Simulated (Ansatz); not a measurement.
Geometry optimisation, RKS PBE-D4/def2-SVP in Ansatz 0.2.0.

Input file:

```yaml
crystal:
  periodic: [false, false, false]
  atoms:
    - { symbol: Si, position_ang: [0.378814, 0.487345, -0.348578] }
    - { symbol: H, position_ang: [0.107925, -0.228453, 2.215634] }
    - { symbol: O, position_ang: [1.702773, -0.253311, -1.080841] }
    - { symbol: H, position_ang: [1.726856, -1.220078, -0.960201] }
    - { symbol: H, position_ang: [-0.536579, 1.137599, -1.348716] }
    - { symbol: H, position_ang: [-0.396623, -0.575614, 0.385256] }
    - { symbol: S, position_ang: [1.020658, 2.149325, 0.865853] }
    - { symbol: H, position_ang: [2.005064, 1.447689, 1.479792] }
    - { symbol: H, position_ang: [0.283212, 0.352298, 2.607302] }
basis:
  gaussian: { orbitals: def2-SVP }
hamiltonian:
  xc: pbe
  dispersion: d4
relax:
  f_tol: 0.03
  max_steps: 50
```

Launched with:

```bash
$ ansatz run input.yaml --threads 1 --pin off --max-ram 2048MiB --backend cpu --events-out ev --progress --plain --runs-dir out
```

Task: Where does it end, and by what steps?

Result: It converged. The force dipped under the threshold on the way, but the program's further checks kept it going. After 33 steps the energy has fallen by 0.348 eV; H2 moved furthest, 1.68 Å.

| step | energy less start (eV) | largest force component (eV/Å) | accepted |
| --- | --- | --- | --- |
| 0 | 0.0000 | 1.646 | yes |
| 2 | -0.2320 | 0.157 | yes |
| 4 | -0.2808 | 0.093 | yes |
| 6 | -0.3107 | 0.270 | yes |
| 8 | -0.0591 | 2.393 | no |
| 10 | -0.3313 | 0.185 | yes |
| 12 | -0.3352 | 0.111 | yes |
| 14 | -0.3379 | 0.243 | yes |
| 16 | -0.3395 | 0.074 | yes |
| 18 | -0.3395 | 0.129 | no |
| 20 | -0.3434 | 0.073 | yes |
| 22 | -0.3446 | 0.086 | yes |
| 24 | -0.3458 | 0.124 | yes |
| 26 | -0.3458 | 0.155 | no |
| 28 | -0.3472 | 0.076 | yes |
| 30 | -0.3475 | 0.048 | yes |
| 32 | -0.3477 | 0.015 | yes |
| 33 | -0.3478 | 0.016 | yes |

```xyz
9
Properties=species:S:1:pos:R:3
Si 0.532 0.274 -0.490
H -0.788 0.385 3.493
O 1.303 -0.008 -1.953
H 2.192 -0.402 -1.895
H -0.763 0.920 -0.860
H 0.340 -0.999 0.291
S 1.549 1.676 0.816
H 2.278 0.715 1.450
H -0.350 0.736 2.964
```

Whether the end is a true minimum wasn't checked by a vibrational analysis.

The run took 67 s on 1 thread of Arm Neoverse V2 (shared host), peak memory 0.14 GiB.
